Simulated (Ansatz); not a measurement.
in.yaml

```yaml
crystal:
  periodic: [false, false, false]
  atoms:
    - {symbol: Si, position_ang: [0.000000, 0.000000, 1.544615]}
    - {symbol: Al, position_ang: [0.000000, 0.000000, -1.445385]}
    - {symbol: H, position_ang: [0.000000, 1.405470, -2.174035]}
    - {symbol: H, position_ang: [0.000000, -1.405470, -2.174035]}
basis:
  gaussian: {orbitals: cc-pVDZ}
magnetization: {spin_polarized: true, initial_magnetization: 3}
correlation: {method: ccsd_t, electrons: outside_noble_gas}
```

```sh
$ ansatz run in.yaml --threads 1 --pin off --events-out ev --progress --plain --max-ram 2393MiB
```

Question: Roughly how long does this take on 1 thread of Intel Xeon 6975P-C, shared host, and how much host memory?

Answer: 1.1 s wall and 0.12 GiB.

```
451 factors; integrals over basis functions are off by at most 1.0e-3 eV
mean field evaluation 1: about -14473.1194 eV, gradient 6.8e0 eV
mean field evaluation 2: about -14473.1215 eV, gradient 6.8e0 eV
mean field evaluation 4: about -14473.9271 eV, gradient 7.8e-1 eV
mean field evaluation 8: about -14473.9617 eV, gradient 1.4e-2 eV
mean field evaluation 16: about -14473.9249 eV, gradient 7.8e-1 eV
mean field evaluation 32: about -14471.8591 eV, gradient 6.9e-4 eV
mean field evaluation 64: about -14471.8591 eV, gradient 6.9e-4 eV
mean field -14473.96171844 eV, -531.9082823491 hartree, gradient 1.6e-6 eV, S^2 3.763075; 2 other end points of the search recorded, 0 dependent functions left out
determinant -14473.96171844 eV, -531.9082823491 hartree, with singles and doubles -14478.02733275 eV, -532.0576909193 hartree
determinant -14471.85913085 eV, -531.8310136802 hartree, with singles and doubles -14475.94199356 eV, -531.9810561173 hartree
determinant -14471.39394046 eV, -531.8139182487 hartree, with singles and doubles -14475.45595993 eV, -531.9631947110 hartree
10 core orbitals not correlated: weight in the atoms' cores, before any rotation towards them, 1.000 or more for the frozen orbitals, at most 0.000 for the correlated occupied ones
reference -14473.96171844 eV, -531.9082823491 hartree; 6, 3 occupied and 30, 33 virtual orbitals, 451 factors
second order -3.08185850 eV of doubles, -0.00000000 eV of singles
cycle   1  -4.06557459 eV  change    4.0e-5 eV  update   1.3e-3
cycle   2  -4.06562008 eV  change   -4.5e-5 eV  update   8.8e-4
cycle   3  -4.06556362 eV  change    5.6e-5 eV  update   3.7e-4
cycle   4  -4.06553799 eV  change    2.6e-5 eV  update   2.0e-4
cycle   5  -4.06571800 eV  change   -1.8e-4 eV  update   6.9e-5
cycle   6  -4.06579447 eV  change   -7.6e-5 eV  update   1.9e-5
cycle   7  -4.06580978 eV  change   -1.5e-5 eV  update   6.5e-6
cycle   8  -4.06580367 eV  change    6.1e-6 eV  update   2.3e-6
perturbative correction -0.10555523 eV, -0.0038790833 hartree
Total energy: -14478.13307734 eV, -532.0615769613 hartree
```

For the same geometry and basis UCCSDT(Q) lies 45.0 meV lower.
